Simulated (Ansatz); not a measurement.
Results of PBE-D3(BJ) (Ansatz, an electronic-structure program, plane waves, PAW) for chalcopyrite AgInTe2.

Run with plane-wave cutoff 520 eV, 8×8×8 k mesh, Fermi–Dirac smearing 0.01 eV, no spin polarisation, scalar-relativistic PAW data made under PBE.

Computed at the level's own relaxed cell.

### Question
Estimate the lattice constant a and lattice parameter c that the calculation returns.

### Answer

- lattice constant a = 6.469 Å
- lattice parameter c = 12.797 Å

Spin–orbit coupling is not included.

The computed numbers hold no vibrational or temperature effects.
